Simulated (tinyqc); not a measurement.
Coupled-perturbed Hartree-Fock on RHF in the sto-3g basis, for BH3, spin multiplicity 1, step by step. One step of it, computed by the program tinyqc.

Question. Coupled step 2. U_ai = -(mu_ai + sum_bj [4 (ai|bj) - (ab|ij) - (aj|bi)] U_bj) / (e_a - e_i); alpha = -4 sum U_ai mu_ai.

U after step 1:
```
           i1         i2         i3         i4
a5  -0.008550  -1.165389   0.000568   0.000000
a6  -0.000003   0.008554   0.000081   0.000000
a7   0.000000   0.000000   0.000000  -0.022886
a8   0.000000   0.000015  -0.022887   0.000000
```

dipole integrals <a|z|i> (bohr):
```
           i1         i2         i3        i4
a5   0.121511   0.815247  -0.000289  0.000000
a6  -0.004389  -0.003225  -0.000102  0.000000
a7   0.000000   0.000000   0.000000  0.029677
a8  -0.000015   0.000006   0.029678  0.000000
```

orbital energies (hartree): MO1 -7.418357, MO2 -0.655881, MO3 -0.453795, MO4 -0.453782, MO5 0.240696, MO6 0.654502, MO7 0.725310, MO8 0.725361

Two-electron integrals over orbitals (pq|rs), unique and non-zero (hartree):
```
(11|11) 2.886100    (21|11) -0.249644   (21|21) 0.033745    (22|11) 0.598270
(22|21) -0.008450   (22|22) 0.440388    (31|11) 0.000079    (31|21) -0.000008
(31|22) 0.000013    (31|31) 0.007355    (32|11) 0.000010    (32|21) 0.000007
(32|22) 0.000105    (32|31) 0.012586    (32|32) 0.120050    (33|11) 0.538347
(33|21) -0.003569   (33|22) 0.434761    (33|31) 0.003975    (33|32) 0.063575
(33|33) 0.486998    (41|41) 0.007353    (42|41) 0.012582    (42|42) 0.119968
(43|41) -0.003985   (43|42) -0.063649   (43|43) 0.049476    (44|11) 0.538292
(44|21) -0.003571   (44|22) 0.434646    (44|31) -0.003978   (44|32) -0.063620
(44|33) 0.388251    (44|44) 0.487044    (51|11) -0.009478   (51|21) 0.001176
(51|22) -0.000766   (51|31) -4.79e-07   (51|32) -7.24e-08   (51|33) -0.000390
(51|44) -0.000390   (51|51) 0.021922    (52|11) 0.005047    (52|21) -0.000389
(52|22) -0.000776   (52|31) 7.46e-08    (52|32) -2.42e-07   (52|33) -0.000583
(52|44) -0.000583   (52|51) 0.021236    (52|52) 0.069051    (53|11) -4.17e-06
(53|21) 2.32e-07    (53|22) -1.15e-06   (53|31) 0.000143    (53|32) -0.001005
(53|33) -0.001000   (53|44) 0.001000    (53|51) -0.000007   (53|52) -0.000016
(53|53) 0.017352    (54|41) 0.000143    (54|42) -0.001006   (54|43) 0.001002
(54|54) 0.017350    (55|11) 0.741801    (55|21) -0.009741   (55|22) 0.461260
(55|31) 2.81e-06    (55|32) 0.000008    (55|33) 0.430226    (55|44) 0.430193
(55|51) 0.001260    (55|52) 0.006610    (55|53) -4.00e-06   (55|55) 0.586858
(61|11) -0.276018   (61|21) 0.038241    (61|22) -0.008646   (61|31) -0.000056
(61|32) -0.000065   (61|33) -0.003445   (61|44) -0.003408   (61|51) 0.000596
(61|52) -0.001085   (61|53) -5.26e-07   (61|55) -0.007839   (61|61) 0.043488
(62|11) 0.216871    (62|21) -0.009361   (62|22) 0.043265    (62|31) -0.000024
(62|32) -0.000014   (62|33) 0.021524    (62|44) 0.021373    (62|51) -0.001052
(62|52) -0.000302   (62|53) -0.000006   (62|55) 0.108772    (62|61) -0.009393
(62|62) 0.070975    (63|11) -0.000801   (63|21) 0.000023    (63|22) -0.000221
(63|31) 0.003351    (63|32) -0.043265   (63|33) -0.041030   (63|44) 0.040824
(63|51) 2.59e-07    (63|52) -0.000009   (63|53) 0.001155    (63|55) -0.000397
(63|61) -2.51e-07   (63|62) -0.000408   (63|63) 0.059785    (64|41) 0.003329
(64|42) -0.043599   (64|43) 0.041127    (64|54) 0.001161    (64|64) 0.060219
(65|11) -0.004985   (65|21) -0.000138   (65|22) -0.002543   (65|31) -1.80e-06
(65|32) -0.000013   (65|33) -0.001132   (65|44) -0.001118   (65|51) 0.023476
(65|52) 0.065025    (65|53) -0.000080   (65|55) 0.000422    (65|61) -0.000969
(65|62) -0.004238   (65|63) 0.000011    (65|65) 0.067107    (66|11) 0.613543
(66|21) -0.011314   (66|22) 0.435530    (66|31) -0.000085   (66|32) -0.000741
(66|33) 0.433430    (66|44) 0.434221    (66|51) -0.002207   (66|52) -0.004592
(66|53) 0.000010    (66|55) 0.456280    (66|61) -0.011288   (66|62) 0.027725
(66|63) 0.000212    (66|65) -0.005786   (66|66) 0.451519    (71|41) 0.012932
(71|42) 0.019283    (71|43) -0.005313   (71|54) 0.000278    (71|64) 0.006009
(71|71) 0.022961    (72|41) 0.007798    (72|42) -0.002281   (72|43) 0.024037
(72|54) 0.001549    (72|64) 0.045812    (72|71) 0.013099    (72|72) 0.048603
(73|41) 0.003067    (73|42) 0.050269    (73|43) -0.023696   (73|54) -0.000836
(73|64) -0.030729   (73|71) 0.005141    (73|72) -0.009620   (73|73) 0.035443
(74|11) 0.204486    (74|21) -0.005371   (74|22) 0.047680    (74|31) 0.003071
(74|32) 0.050274    (74|33) 0.053234    (74|44) 0.005915    (74|51) 0.000024
(74|52) 0.002662    (74|53) -0.000836   (74|55) 0.098898    (74|61) -0.005033
(74|62) 0.068257    (74|63) -0.030759   (74|65) -0.001134   (74|66) 0.027201
(74|74) 0.105229    (75|41) 0.000513    (75|42) 0.003563    (75|43) -0.001736
(75|54) 0.016237    (75|64) -0.001407   (75|71) 0.000857    (75|72) 0.000460
(75|73) 0.001510    (75|75) 0.020364    (76|41) 0.012834    (76|42) 0.108310
(76|43) -0.058126   (76|54) -0.001326   (76|64) -0.046743   (76|71) 0.020538
(76|72) -0.008140   (76|73) 0.052281    (76|75) 0.003150    (76|76) 0.111115
(77|11) 0.678977    (77|21) -0.009682   (77|22) 0.454740    (77|31) 0.000803
(77|32) -0.028561   (77|33) 0.418694    (77|44) 0.484781    (77|51) -0.000278
(77|52) 0.001065    (77|53) 0.001015    (77|55) 0.475362    (77|61) -0.009174
(77|62) 0.046592    (77|63) 0.036960    (77|65) -0.000759   (77|66) 0.460938
(77|74) 0.044002    (77|77) 0.524824    (81|11) -0.000977   (81|21) 0.000141
(81|22) -0.000014   (81|31) 0.012933    (81|32) 0.019286    (81|33) 0.005282
(81|44) -0.005315   (81|51) 2.13e-06    (81|52) -3.68e-06   (81|53) 0.000278
(81|55) -0.000027   (81|61) 0.000076    (81|62) -0.000078   (81|63) 0.006045
(81|65) -0.000006   (81|66) -0.000181   (81|74) 0.005127    (81|77) 0.002249
(81|81) 0.022960    (82|11) 0.000833    (82|21) -0.000032   (82|22) 0.000167
(82|31) 0.007795    (82|32) -0.002340   (82|33) -0.023972   (82|44) 0.024144
(82|51) -3.60e-06   (82|52) 5.82e-07    (82|53) 0.001549    (82|55) 0.000413
(82|61) -0.000080   (82|62) 0.000115    (82|63) 0.045765    (82|65) -0.000016
(82|66) 0.000164    (82|74) -0.009369   (82|77) 0.030804    (82|81) 0.013092
(82|82) 0.048615    (83|11) 0.204453    (83|21) -0.005374   (83|22) 0.047581
(83|31) -0.003062   (83|32) -0.050448   (83|33) 0.005799    (83|44) 0.053374
(83|51) 0.000024    (83|52) 0.002662    (83|53) 0.000836    (83|55) 0.098873
(83|61) -0.004998   (83|62) 0.068207    (83|63) 0.030393    (83|65) -0.001122
(83|66) 0.027913    (83|74) 0.037917    (83|77) 0.066331    (83|81) -0.005150
(83|82) 0.010029    (83|83) 0.105437    (84|41) 0.003083    (84|42) 0.050122
(84|43) -0.023548   (84|54) -0.000831   (84|64) -0.030515   (84|71) 0.005168
(84|72) -0.009444   (84|73) 0.031671    (84|75) 0.001505    (84|76) 0.052120
(84|84) 0.035224    (85|11) -0.000016   (85|21) -2.98e-07   (85|22) -0.000006
(85|31) 0.000513    (85|32) 0.003564    (85|33) 0.001727    (85|44) -0.001737
(85|51) 0.000084    (85|52) 0.000238    (85|53) 0.016236    (85|55) 2.84e-06
(85|61) -0.000006   (85|62) -0.000016   (85|63) -0.001395   (85|65) 0.000168
(85|66) -0.000042   (85|74) 0.001506    (85|77) -0.000616   (85|81) 0.000857
(85|82) 0.000459    (85|83) -0.001519   (85|85) 0.020363    (86|11) -0.000183
(86|21) -1.94e-06   (86|22) 0.000032    (86|31) 0.012840    (86|32) 0.108140
(86|33) 0.057730    (86|44) -0.057894   (86|51) -0.000007   (86|52) -0.000020
(86|53) -0.001318   (86|55) -0.000043   (86|61) -0.000079   (86|62) -0.000051
(86|63) -0.046106   (86|65) -0.000029   (86|66) -0.000788   (86|74) 0.052102
(86|77) -0.029588   (86|81) 0.020551    (86|82) -0.007966   (86|83) -0.052459
(86|85) 0.003145    (86|86) 0.110685    (87|41) 0.000845    (87|42) -0.028177
(87|43) 0.032873    (87|54) 0.001012    (87|64) 0.037094    (87|71) 0.002352
(87|72) 0.030585    (87|73) -0.010943   (87|75) -0.000603   (87|76) -0.029359
(87|84) -0.010803   (87|87) 0.034293    (88|11) 0.678975    (88|21) -0.009682
(88|22) 0.454784    (88|31) -0.000707   (88|32) 0.029347    (88|33) 0.485194
(88|44) 0.418247    (88|51) -0.000278   (88|52) 0.001064    (88|53) -0.001026
(88|55) 0.475369    (88|61) -0.009159   (88|62) 0.046783    (88|63) -0.037724
(88|65) -0.000764   (88|66) 0.460518    (88|74) 0.066603    (88|77) 0.455618
(88|81) -0.002170   (88|82) -0.030506   (88|83) 0.043495    (88|85) 0.000633
(88|86) 0.030192    (88|88) 0.525253
```

Give: U after step 2; polarisability.

Answer.

U after step 2:
```
        i1      i2      i3      i4
a5  -0.005  -1.239   0.001   0.000
a6   0.000   0.010   0.000   0.000
a7   0.000   0.000   0.000  -0.022
a8   0.000   0.000  -0.022   0.000
```

polarisability = 4.047 bohr^3
